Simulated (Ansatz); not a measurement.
## Dissociation curves of SiH4 (silane)

SiH4: 5 atoms, total charge 0, spin state singlet. SMILES: `[SiH4]`. The coordinates come from a PBE0-D4/def2-TZVP relaxation.

| atom | x (Å) | y (Å) | z (Å) |
| --- | --- | --- | --- |
| Si | 0.0000 | 0.0000 | -0.0001 |
| H | 0.9676 | -0.6884 | 0.8909 |
| H | -1.3310 | 0.0449 | 0.6560 |
| H | -0.1051 | -0.7403 | -1.2826 |
| H | 0.4685 | 1.3838 | -0.2642 |

The Si1–H2 distance is scanned; the parts on either side stay rigid. Basis 3-21G, 5 core orbitals frozen in the correlated methods; program Ansatz 0.2.0. FCI is exact within this basis and core. Energies in eV from each method's value at 1.485 Å; methods without a U are spin-restricted. The shape above is that at 1.485 Å.

| distance (Å) | PBE | revPBE | PBE0 | r2SCAN0 | CCSD(T) | BCCD(T) | FCI |
| --- | --- | --- | --- | --- | --- | --- | --- |
| 1.485 | 0.00 | 0.00 | 0.00 | 0.00 | 0.00 | 0.00 | 0.00 |
| 1.856 | 0.61 | 0.60 | 0.68 | 0.72 | 0.59 | 0.59 | 0.59 |
| 2.227 | 1.72 | 1.70 | 1.87 | 1.94 | 1.60 | 1.60 | 1.60 |
| 2.969 | 3.58 | 3.54 | 3.93 | 4.06 | 2.99 | 3.00 | 2.99 |
| 3.711 | 4.63 | 4.57 | 5.18 | 5.35 | 3.34 | 3.37 | 3.39 |

Departure from the FCI curve at its largest: PBE +1.23 eV at 3.71 Å; revPBE +1.18 eV at 3.71 Å; PBE0 +1.78 eV at 3.71 Å; r2SCAN0 +1.96 eV at 3.71 Å; CCSD(T) -0.05 eV at 3.71 Å; BCCD(T) -0.03 eV at 3.71 Å. Functionals converge differently with the basis, so for them the departure isn't an error alone.
